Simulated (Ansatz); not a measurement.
**CH2BN (SMILES BC#N) at B3LYP/def2-TZVP**

Aim: the vertical ionisation energy of CH2BN at B3LYP/def2-TZVP, from 2 runs. 

Program for the calculation: Ansatz 0.2.0.

65 further runs of the same task are left out: 65 set aside as unsound or not needed. Runs told in other sessions of the task aren't counted.

## Step 1: The molecule

CH2BN: 5 atoms, total charge 0, spin state singlet. As SMILES, `BC#N`. The shape is that of a PBE0-D4/def2-TZVP optimisation.

Bond lengths: B1–C2 1.522 Å, C2–N3 1.154 Å, B1–H4 1.189 Å, B1–H5 1.189 Å. Angles: B1–C2–N3 180.0°, C2–B1–H4 118.9°, C2–B1–H5 118.9°, H4–B1–H5 122.2°.

## Step 2: A single-point energy at B3LYP/def2-TZVP

in.yaml reads:

```yaml
basis:
  gaussian:
    orbitals: def2-TZVP
crystal:
  periodic: [false, false, false]
  atoms:
    - {symbol: B, position_ang: [-0.219200, 0.441300, -0.341900]}
    - {symbol: C, position_ang: [0.352700, -0.696700, 0.490700]}
    - {symbol: N, position_ang: [0.786500, -1.559600, 1.122200]}
    - {symbol: H, position_ang: [-0.744300, 0.187400, -1.377600]}
    - {symbol: H, position_ang: [-0.125900, 1.554000, 0.065300]}
accuracy: high
output:
  orbitals: {seedname: orbitals}
hamiltonian:
  xc: {name: B3LYP}
```

Launch:

```
$ ansatz run in.yaml --threads 1 --pin off --max-ram 3480MiB --events-out events.jsonl --progress --plain --runs-dir runs
```

Standard output:

```text
Warning: RAYON_NUM_THREADS=1 ignored (pool sized by the plan → 1); use --threads N
Functional definition: B3LYP
  name "B3LYP"
  parameter a0 = 0.2
  parameter ax = 0.72
  parameter ac = 0.81
  exchange = (1 - a0 - ax)*slater_x + ax*b88_x + a0*exact_x
  correlation = (1 - ac)*vwn_rpa_c + ac*lyp_c
1710 factors; integrals over basis functions are off by at most 3.6e-9 eV
mean field evaluation 1: about -3232.5658 eV, gradient 4.0e1 eV
mean field evaluation 2: about -3227.1408 eV, gradient 6.1e1 eV
mean field evaluation 4: about -3236.0216 eV, gradient 3.5e0 eV
mean field evaluation 8: about -3236.0527 eV, gradient 2.1e-2 eV
mean field evaluation 16: about -3236.0527 eV, gradient 2.1e-7 eV
mean field -3236.05271119 eV, -118.9227436611 hartree, gradient 6.6e-8 eV, S^2 0.000000; 0 other end points of the search recorded, 0 dependent functions left out
reference -3236.05274653 eV, -118.9227449598 hartree; 10, 10 occupied and 95, 95 virtual orbitals, 1710 factors
Total energy: -3236.05274653 eV, -118.9227449598 hartree
```

Run time: 4.5 s. Hardware: 1 thread of Arm Neoverse V2, shared host; peak memory 0.24 GiB.

## Step 3: The doublet cation at the same level

molecule.yaml reads:

```yaml
crystal:
  periodic: [false, false, false]
  atoms:
    - symbol: B
      position_ang: [-0.219200, 0.441300, -0.341900]
    - symbol: C
      position_ang: [0.352700, -0.696700, 0.490700]
    - symbol: "N"
      position_ang: [0.786500, -1.559600, 1.122200]
    - symbol: H
      position_ang: [-0.744300, 0.187400, -1.377600]
    - symbol: H
      position_ang: [-0.125900, 1.554000, 0.065300]
basis:
  gaussian:
    orbitals: def2-TZVP
total_charge: 1
output: {orbitals: {seedname: orbitals}}
accuracy: high
magnetization:
  spin_polarized: true
  initial_magnetization: 1
hamiltonian:
  xc: {name: B3LYP}
```

Launch:

```
$ ansatz run molecule.yaml --threads 1 --pin off --max-ram 3480MiB --events-out events.jsonl --progress --plain --runs-dir runs
```

Standard output, shortened:

```text
Warning: RAYON_NUM_THREADS=1 ignored (pool sized by the plan → 1); use --threads N
[... 7 set-up lines as earlier in the session ...]
1710 factors; integrals over basis functions are off by at most 3.6e-9 eV
mean field evaluation 1: about -3212.3968 eV, gradient 4.7e1 eV
mean field evaluation 2: about -3112.6204 eV, gradient 1.1e2 eV
mean field evaluation 4: about -3222.5851 eV, gradient 1.3e1 eV
mean field evaluation 8: about -3223.7011 eV, gradient 4.1e-1 eV
mean field evaluation 16: about -3223.7327 eV, gradient 1.0e-3 eV
mean field evaluation 32: about -3223.7096 eV, gradient 1.8e0 eV
mean field -3223.73270599 eV, -118.4699918208 hartree, gradient 5.1e-8 eV, S^2 0.759452; 2 other end points of the search recorded, 0 dependent functions left out
reference -3223.73274103 eV, -118.4699931082 hartree; 10, 9 occupied and 95, 96 virtual orbitals, 1710 factors
Total energy: -3223.73274103 eV, -118.4699931082 hartree
```

Run time: 8.7 s. Hardware: 1 thread of Arm Neoverse V2, shared host; peak memory 0.31 GiB.

## Step 4: Summary of results

At B3LYP/def2-TZVP:

| quantity | value |
| --- | --- |
| singlet CH2BN: total energy | -118.92274 Eh |
| singlet CH2BN: HOMO energy | -9.52 eV |
| singlet CH2BN: LUMO energy | -3.57 eV |
| singlet CH2BN: HOMO–LUMO gap | 5.95 eV |
| doublet cation: total energy | -118.46999 Eh |
| doublet cation: HOMO energy (highest over α and β) | -18.18 eV |
| doublet cation: LUMO energy (lowest over α and β) | -15.15 eV |
| doublet cation: ⟨S²⟩ | 0.759 |
| vertical ionisation energy (to the doublet cation) | 12.320 eV |

Removing an electron at fixed nuclei costs 12.32 eV (284 kcal/mol). The negative HOMO energy of the first species, 9.52 eV, lies 2.80 eV below that difference.
